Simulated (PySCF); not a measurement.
## O₃, singlet: molecular constants

Method: B3LYP in PySCF with O def2-TZVP; no relativity; density-fitted integrals.

The structure is a minimum.

Coordinates in bohr (charge 0 multiplicity 1):
```
O     0.5677    0.5776    0.0000
O    -0.2838   -0.2888    2.0337
O    -0.2838   -0.2888   -2.0337
```

| Property | Result |
| --- | --- |
| Point group | C2v |
| Bond lengths | O–O 1.254 Å (×2) |
| Bond angles | O–O–O 118.3° |
| Rotational symmetry number | 2 |
| Heat capacity Cp at 298.15 K | 37.9 J/(mol K) |
| Entropy at 298.15 K and 1 bar | 237.9 J/(mol K) |
| Atomisation energy without zero-point energy | 587 kJ/mol |
| Highest occupied level | -9.47 eV |
| Lowest empty level | -5.30 eV |
| Dipole moment | 0.67 D |
| Enthalpy at 298.15 K above 0 K | 10.24 kJ/mol |
| Zero-point energy | 19.2 kJ/mol |
| Principal quadrupole moments (Buckingham, traceless) about the centre of mass | -2.11, -0.01, 2.12 D Å |
| Rotational constants | 3.826, 0.455, 0.4066 cm⁻¹ |
| Principal polarisabilities | 8.0, 10.3, 28.2 bohr³ |

Harmonic modes (masses in u: O 15.995):
```json
{"symmetry": "a1", "ω (cm⁻¹)": "750", "IR (km/mol)": "7.6", "μ (u)": "15.99"}
{"symmetry": "b2", "ω (cm⁻¹)": "1204", "IR (km/mol)": "226", "μ (u)": "15.99"}
{"symmetry": "a1", "ω (cm⁻¹)": "1258", "IR (km/mol)": "0.1", "μ (u)": "15.99"}
```

In C2v the vibrations span 2a1 + b2. Here b1 is antisymmetric to the molecular plane and b2 lies in it.

Charges (e):
```
atom  Mulliken  Löwdin  polar tensor  Mayer order to O1
  O1      0.29    0.19          0.64                  –
O2,3     -0.14   -0.09         -0.32               1.37
```
Other Mayer orders above 0.3: O–O 0.48.

Mulliken populations on O1: s 3.78, p 3.80, d 0.12, f 0.01.

Outer orbital energies (eV). occupied: -21.43, -16.75, -16.48, -16.41, -10.21, -9.78, -9.47; empty: -5.30, 1.94, 4.19, 7.60.

Only a few start shapes were tried, so a lower isomer may exist.

The final relaxation and frequency run took 12 s on 2 threads of a shared Arm Neoverse V2 host, with 93 basis functions and 10 gradients; the process peaked at 0.85 GiB.
